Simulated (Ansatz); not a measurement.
bcc Na, treated with PBE0-D3(BJ) (Ansatz, a first-principles code, PAW).

Settings: plane-wave cutoff 460 eV, 10×10×10 k mesh, Fermi–Dirac smearing 0.05 eV, scalar-relativistic PAW data made under PBE.

Energies at three volumes about the minimum:

```csv
V (Å³/atom),E − E_lowest (meV/atom)
33.477,0.56
34.075,0.00
35.194,0.50
```

Fit a parabola by hand: where is the minimum, what lattice constant follows, and what is the bulk modulus?

Slopes: (0.00 − 0.56)/(34.075 − 33.477) = -0.936 and (0.50 − 0.00)/(35.194 − 34.075) = 0.447 meV/Å³. Curvature E″ = 2 × (0.447 − (-0.936))/(35.194 − 33.477) = 1.611 meV/Å⁶. From the middle of the first interval, the slope vanishes at V0 = 33.7760 − (-0.936)/1.611 = 34.357 Å³/atom. B = V0 E″ = 34.357 × 1.611 meV/Å³ × 0.1602 GPa per meV/Å³ = 8.87 GPa. With 2 atoms in the cube, a = (2 × 34.357)^(1/3) = 4.096 Å. The full Birch–Murnaghan fit to all volumes gives V0 = 34.339 Å³/atom and B0 = 8.71 GPa.

Measured, for comparison: bulk modulus 7.9 GPa (0 K value with the zero-point phonon effect removed, our sources range from 7.63 to 7.91; as tabulated in Mejia-Rodriguez and Trickey (2018), arXiv:1807.09216); lattice constant a 4.214 Å (static lattice: zero-point anharmonic expansion removed, our sources range from 4.207 to 4.214; as tabulated in Mejia-Rodriguez and Trickey (2018), arXiv:1807.09216). Computed (rounded) less measured: bulk modulus +10 % (+10 % to +14 % over the range).
